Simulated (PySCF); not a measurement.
Species: C4H7FO.
Atom-mapped SMILES: `[CH3:1][O:2]/[CH:3]=[C:4](\[CH3:5])[F:6]` (hydrogens: H7, H8, H9 on C1; H10 on C3; H11, H12, H13 on C5)

Cartesian coordinates in Å at the PBE0-D3(BJ)/def2-SVP level; atoms count from 1:
```xyz
13
C4H7FO angstrom
C      2.0802   -0.8035    0.0108
O      0.7824   -0.5738    0.4875
C      0.3053    0.6732    0.2618
C     -0.9882    0.8937    0.0081
C     -2.0581   -0.1189   -0.1369
F     -1.4011    2.1660   -0.1163
H      2.3735   -1.8130    0.3278
H      2.8012   -0.0773    0.4310
H      2.1296   -0.7453   -1.0917
H      1.0086    1.5125    0.3384
H     -1.6312   -1.1254   -0.0475
H     -2.5529   -0.0199   -1.1168
H     -2.8316    0.0108    0.6374
```

Method: core-valence-separated Tamm–Dancoff BHandHLYP/aug-pcX-1 (pcseg-1 on H) in PySCF, non-relativistic, gas phase, PBE0-D3(BJ)/def2-SVP geometry. BHandHLYP without relativity tends to put these K edges a few eV too low, so spacings mean more than positions.

The lowest roots of each edge with f over 0.003 (five at most, numbered afresh; weaker and dark ones are left out), with transition dipoles (au) in the frame of the coordinates:

```csv
root,edge,E (eV),μx,μy,μz
1,C,284.61,-0.0183,0.0082,0.0915
2,C,285.09,0.0170,-0.0031,-0.0970
3,C,285.73,-0.0270,-0.0129,-0.0067
4,C,285.95,-0.0088,0.0006,0.0407
5,C,286.63,0.0423,-0.0489,0.0120
6,O,534.00,-0.0138,-0.0105,0.0301
7,O,534.20,0.0241,0.0026,0.0049
8,O,534.51,-0.0205,-0.0014,0.0092
9,O,535.41,0.0107,-0.0313,-0.0020
10,O,535.64,-0.0079,0.0204,-0.0013
11,F,686.24,0.0130,-0.0336,0.0001
12,F,686.49,0.0026,0.0048,-0.0209
13,F,687.18,-0.0112,0.0286,-0.0039
14,F,688.23,-0.0017,-0.0011,0.0135
```

What are the oscillator strengths?

f = (2/3) ΔE |μ|², with ΔE in hartree (27.2114 eV):

```tsv
root	ΔE (Eh)	|μ|² (au)	f	core hole on
1	10.4591	0.008774	0.061	C3
2	10.4768	0.009708	0.068	C4
3	10.5003	0.000940	0.007	C5
4	10.5085	0.001734	0.012	C5
5	10.5336	0.004324	0.030	C5
6	19.6243	0.001207	0.016	O2
7	19.6315	0.000612	0.008	O2
8	19.6428	0.000507	0.007	O2
9	19.6759	0.001098	0.014	O2
10	19.6844	0.000480	0.006	O2
11	25.2189	0.001298	0.022	F6
12	25.2279	0.000467	0.008	F6
13	25.2535	0.000959	0.016	F6
14	25.2918	0.000186	0.003	F6
```

Molecules are fixed in this frame and the field points along y. What effective strengths 3 f cos²θ do the roots have (θ between field and μ)?

root 1 (C3): 0.001, root 2 (C4): 0.000, root 3 (C5): 0.003, root 4 (C5): 0.000, root 5 (C5): 0.050, root 6 (O2): 0.004, root 7 (O2): 0.000, root 8 (O2): 0.000, root 9 (O2): 0.039, root 10 (O2): 0.016, root 11 (F6): 0.057, root 12 (F6): 0.001, root 13 (F6): 0.041, root 14 (F6): 0.000. Root 11 is the strongest. Averaged over all orientations cos²θ is 1/3, which gives f back.

One conformer stands for the species.
